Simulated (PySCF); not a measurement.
Gas-phase reaction: 3 SiH4 + 3 SiF2 = c-Si3H6 + 3 SiH2F2

Energies from PySCF (xtb for GFN2), thermal terms from the rigid-rotor harmonic-oscillator model, ideal gas at 1 bar. † marks an energy on the PBE0/def2-TZVP geometry and frequencies; other levels use their own. MP2 freezes the core. 6-31G* has spherical d functions here. All species are closed-shell singlets. B3LYP is the form with VWN-RPA correlation. c-Si3H6: computed as isolated molecules; such fragments, hydroxides, amides, oligomers or adducts are transient or little studied in the gas. MP2 isn't extrapolated to the basis-set limit; its ΔH°(298 K) is -259.3 kJ in def2-SVP and -289.2 kJ in def2-TZVPP. The harmonic model lacks anharmonicity and excited electronic states, which grow with temperature; levels with a mode under 35 cm⁻¹ are left out.

```json
[
 {"level": "B3LYP/def2-TZVP†", "ΔE electronic, kJ": "-226", "ΔH°(298 K), kJ": "-207", "ΔS°(298 K), J/K": "-290", "ΔG°(800 K), kJ": "19"},
 {"level": "GFN2-xTB", "ΔE electronic, kJ": "-225", "ΔH°(298 K), kJ": "-212", "ΔS°(298 K), J/K": "-267", "ΔG°(800 K), kJ": "-6"},
 {"level": "HF/6-31G*", "ΔE electronic, kJ": "-257", "ΔH°(298 K), kJ": "-235", "ΔS°(298 K), J/K": "-300", "ΔG°(800 K), kJ": "1"},
 {"level": "M06-2X/def2-TZVP†", "ΔE electronic, kJ": "-281", "ΔH°(298 K), kJ": "-263", "ΔS°(298 K), J/K": "-290", "ΔG°(800 K), kJ": "-36"},
 {"level": "MP2/def2-SVP†", "ΔE electronic, kJ": "-278", "ΔH°(298 K), kJ": "-259", "ΔS°(298 K), J/K": "-290", "ΔG°(800 K), kJ": "-33"},
 {"level": "PBE/def2-SVP", "ΔE electronic, kJ": "-264", "ΔH°(298 K), kJ": "-247", "ΔS°(298 K), J/K": "-288", "ΔG°(800 K), kJ": "-22"},
 {"level": "PBE0/def2-SVP†", "ΔE electronic, kJ": "-306", "ΔH°(298 K), kJ": "-288", "ΔS°(298 K), J/K": "-290", "ΔG°(800 K), kJ": "-62"},
 {"level": "r2SCAN/def2-TZVP†", "ΔE electronic, kJ": "-340", "ΔH°(298 K), kJ": "-321", "ΔS°(298 K), J/K": "-290", "ΔG°(800 K), kJ": "-95"},
 {"level": "ωB97M-V/def2-TZVP†", "ΔE electronic, kJ": "-234", "ΔH°(298 K), kJ": "-216", "ΔS°(298 K), J/K": "-290", "ΔG°(800 K), kJ": "11"}
]
```
ΔH° is lowest at r2SCAN/def2-TZVP† and highest at B3LYP/def2-TZVP†. No reference value is set beside these.
